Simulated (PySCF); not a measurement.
Species: ZnS (singlet state).
Numbering: `[S:1]=[Zn:2]`

All values: CAM-B3LYP/def2-SVPD (PySCF, non-relativistic), on one gas-phase PBE0-D3(BJ)/def2-SVP geometry that isn't relaxed in the solvent. The solvent is an IEF-PCM continuum (cavity from Bondi-type radii × 1.2), and excitations are vertical TDDFT with non-equilibrium linear response and a frozen core. The model holds no explicit solvent molecules, cavitation or dispersion.

Gas-phase singlets (H = HOMO, L = LUMO):

| state | E (eV) | λ (nm) | f | leading configuration |
| --- | --- | --- | --- | --- |
| S1 | 0.831 | 1492 | 0.002 | H→L 99% |
| S2 | 0.831 | 1492 | 0.002 | H-1→L 99% |
| S3 | 3.846 | 322 | 0.097 | H-2→L 73% |
| S4 | 4.564 | 272 | 0.000 | H→L+1 48% |
| S5 | 4.673 | 265 | 0.000 | H-1→L+1 48% |

Question: Give the list for benzene (ε = 2.271), n² = 2.25.

Answer: 
```
state  E (eV)  λ (nm)      f  leading configuration  change by rank (eV)
   S1   1.581     784  0.009                H→L 99%               +0.750
   S2   1.581     784  0.009              H-1→L 99%               +0.750
   S3   4.067     305  0.185              H-2→L 83%               +0.221
   S4   4.968     250  0.000              H→L+1 50%               +0.404
   S5   5.024     247  0.000            H-1→L+1 29%               +0.351
```

Question: What are the lowest 5 singlets in chloroform (ε = 4.711)?

Answer: 
```csv
state,E (eV),λ (nm),f,leading configuration,change by rank (eV)
S1,2.178,569,0.014,H→L 99%,+1.347
S2,2.178,569,0.014,H-1→L 99%,+1.347
S3,4.429,280,0.186,H-2→L 84%,+0.583
S4,5.315,233,0.000,H→L+1 50%,+0.751
S5,5.363,231,0.000,H-1→L+2 33%,+0.690
```

Question: The ground-state energy changes by -1.235 eV from gas to chloroform. By how much does the total energy of gas-phase S3 change?

Answer: E(S3) = E(S0) + excitation energy, so it changes by -1.235 + 0.583 = -0.652 eV: it is lowered less than the ground state, which is what a blue shift means. This is the vertical state, with the slow part of the continuum still set for S0.

Question: How do the frontier levels move from gas to chloroform?

Answer: 
| orbital | gas (eV) | solvent (eV) | change (eV) | Löwdin shares, gas | Löwdin shares, solvent |
| --- | --- | --- | --- | --- | --- |
| LUMO+2 | 0.10 | 1.10 | +1.00 | Zn2 83 %, S1 17 % | Zn2 82 %, S1 18 % |
| LUMO+1 | 0.10 | 1.10 | +1.00 | Zn2 83 %, S1 17 % | Zn2 82 %, S1 18 % |
| LUMO | -3.34 | -1.83 | +1.51 | Zn2 67 %, S1 33 % | Zn2 71 %, S1 29 % |
| HOMO | -7.75 | -7.43 | +0.32 | S1 89 %, Zn2 11 % | S1 91 %, Zn2 9 % |
| HOMO-1 | -7.75 | -7.43 | +0.32 | S1 89 %, Zn2 11 % | S1 91 %, Zn2 9 % |
| HOMO-2 | -9.95 | -9.30 | +0.65 | S1 65 %, Zn2 35 % | S1 73 %, Zn2 27 % |
| HOMO-3 | -16.79 | -16.00 | +0.79 | Zn2 85 %, S1 15 % | Zn2 87 %, S1 13 % |

The HOMO–LUMO gap goes from 4.42 to 5.60 eV. Shares within a degenerate set are those of one arbitrary member.
